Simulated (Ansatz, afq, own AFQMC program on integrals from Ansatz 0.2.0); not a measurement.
Two steps: Ansatz 0.2.0 writes the Fock matrix and Cholesky factors of the valence space, and afq projects on them the lowest state that overlaps trial and start.

```yaml
crystal:
  periodic: [false, false, false]
  atoms:
    - {symbol: Al, position_ang: [0.000000, 0.000000, 0.000000]}
    - {symbol: H, position_ang: [2.036136, 0.019326, -0.000107]}
    - {symbol: H, position_ang: [-1.034805, 1.753679, -0.003582]}
    - {symbol: H, position_ang: [-1.001332, -1.773005, 0.003689]}
basis:
  gaussian: {orbitals: cc-pVDZ}
magnetization: {spin_polarized: false}
correlation: {method: ccsd_t, electrons: outside_noble_gas, hamiltonian_folder: ham}
```

```sh
$ ansatz run in.yaml --threads 1 --pin off --events-out ev --progress --plain --max-ram 16896MiB --backend cuda --devices 0, --max-vram 18GiB
```

afq runs on the folder ham with

```
--method phaseless --trial cisd --walkers 4000 --populations 20 --least-time 60 --time-step 0.005 --steps-per-block 50 --equilibration-blocks 40 --max-blocks 4000 --target-error 0.00029 --factor-cut 1e-05 --seed 4917 --release-times 0.24,0.51,0.99,1.62,2.4 --release-step 0.03 --release-every 3 --taylor-order 6
```

Times are imaginary, in 1/Eh. The walk had a cap of 122 s. With eight or more populations the least sampling time is a fifth of least-time, and the error comes from their spread.

afq prints:

```
orbitals 28  electrons 3 3  factors 186 of 308
reference energy -243.53312319 Eh
CCSD correlation -0.11134045 Eh in 11 cycles, weight of the determinant in the CISD state 0.8974
energy of the start -243.644464 Eh
 block  time / (1/Eh)  mean weight  energy / Eh
     1     0.250  0.9999  -243.643600
     2     0.500  1.0000  -243.643600
     3     0.750  0.9998  -243.643937
     4     1.000  1.0000  -243.644291
     5     1.250  1.0000  -243.644725
    10     2.500  1.0000  -243.646101
    15     3.750  0.9999  -243.646846
    19     4.750  1.0001  -243.647439
    29     7.250  0.9998  -243.647616
    39     9.750  1.0002  -243.647588
    47    11.750  1.0001  -243.648188
    49    12.250  0.9999  -243.647325
    59    14.750  1.0000  -243.647427
    69    17.250  0.9998  -243.647435
    79    19.750  1.0000  -243.647229
    89    22.250  0.9998  -243.647863
error from the spread of 20 populations
released: time / (1/Eh)  energy / Eh  error  mean overlap
  0.24  -243.647596  0.000086  0.9991
  0.51  -243.647677  0.000086  0.9981
  0.99  -243.647720  0.000068  0.9980
  1.62  -243.647804  0.000060  0.9973
  2.40  -243.647815  0.000059  0.9963
energy -243.647562 +/- 0.000090 Eh
(rows thinned)
```

The run passed its tests (sampling time, drift between the halves within three errors, error under three times the target), which doesn't prove that it has relaxed.

Against this walk (error 2.4 meV) on the same determinant: CCSD(T) 21.8 meV higher, CCSDT(Q) 6.9 meV lower, CCSDTQ 8.1 meV lower, full CI 8.0 meV lower. The error is statistical and leaves out the bias of the constraint. Released to 2.40 1/Eh the energy lies 7 ± 3 meV (both errors) below the phaseless value, which shows part or all of the bias of the constraint, and full CI lies 1.1 meV below the released value. Full CI is exact here, so the walk's 8 meV above it is the walk's own error: the bias of the constraint with this trial.

Cautions: constraint bias not in the error.

The walk took 29 s on 1 × NVIDIA H100 80GB HBM3 with 2 threads of AMD EPYC 7R13 Processor (Zen 3), on a shared host (the card was shared). The log's last line is the phaseless energy.

CCSDT and higher add their correlation energy to the determinant of the CCSD(T) run, since their own runs factorise the integrals more tightly (a shift of under 2 meV). A walk keeps the symmetry of its determinant, which the program's search chose and which needn't be the lowest solution, so a lower state of the same spin and another symmetry isn't excluded.
